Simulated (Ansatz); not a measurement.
Molecule (SMILES): O (H2O).
Atoms: O1, H2, H3. Bonds: O1-H2, O1-H3.

Basis-set convergence of the harmonic zero-point energy at PBE0 with Ansatz (a quantum-chemistry and plane-wave program). Each level at its own minimum, finite differences of forces, unscaled; the reference is a large set that could be run, not a limit. Cartesian d functions, on some or all atoms, in 6-31G*, 6-31+G*; all else is spherical. The program fits the integrals of some runs and decomposes those of others, by size. No added dispersion term, no relativity. Reference: the value in aug-cc-pVQZ, 13.53 kcal/mol. Deviations are taken from unrounded values.

| basis | functions | harmonic zero-point energy (kcal/mol) |
|---|---|---|
| 6-31G* | 19 | 13.51 |
| 6-31+G* | 23 | 13.45 |
| cc-pVDZ | 24 | 13.47 |
| aug-cc-pVDZ | 41 | 13.51 |
| def2-SVP | 24 | 13.55 |
| def2-SVPD | 39 | 13.53 |
| pcseg-1 | 24 | 13.47 |
| aug-pcseg-1 | 41 | 13.47 |
| 6-311G** | 30 | 13.57 |
| 6-311+G** | 34 | 13.55 |
| def2-TZVP | 43 | 13.49 |
| def2-TZVPD | 58 | 13.49 |
| cc-pVTZ | 58 | 13.54 |
| aug-cc-pVTZ | 92 | 13.51 |
| pcseg-2 | 58 | 13.54 |
| aug-pcseg-2 | 92 | 13.54 |
| def2-TZVPP | 59 | 13.55 |
| def2-TZVPPD | 74 | 13.55 |
| cc-pVQZ | 115 | 13.54 |
| aug-cc-pVQZ | 172 | 13.53 |
| def2-QZVPP | 117 | 13.55 |
| def2-QZVPPD | 132 | 13.54 |

What the diffuse functions change, pair by pair:
- 6-31G* to 6-31+G*: 4 more functions, deviation -0.03 to -0.08 kcal/mol
- cc-pVDZ to aug-cc-pVDZ: 17 more functions, deviation -0.06 to -0.03 kcal/mol
- def2-SVP to def2-SVPD: 15 more functions, deviation 0.02 to 0.00 kcal/mol
- pcseg-1 to aug-pcseg-1: 17 more functions, deviation -0.06 to -0.06 kcal/mol
- 6-311G** to 6-311+G**: 4 more functions, deviation 0.04 to 0.02 kcal/mol
- def2-TZVP to def2-TZVPD: 15 more functions, deviation -0.04 to -0.04 kcal/mol
- cc-pVTZ to aug-cc-pVTZ: 34 more functions, deviation 0.01 to -0.02 kcal/mol
- pcseg-2 to aug-pcseg-2: 34 more functions, deviation 0.01 to 0.01 kcal/mol
- def2-TZVPP to def2-TZVPPD: 15 more functions, deviation 0.02 to 0.02 kcal/mol
- cc-pVQZ to aug-cc-pVQZ: 57 more functions, deviation 0.01 to 0.00 kcal/mol
- def2-QZVPP to def2-QZVPPD: 15 more functions, deviation 0.02 to 0.01 kcal/mol

Leaving out the reference's own pair, they bring the value nearer the reference by more than 0.01 kcal/mol in 3 of 10 pairs.
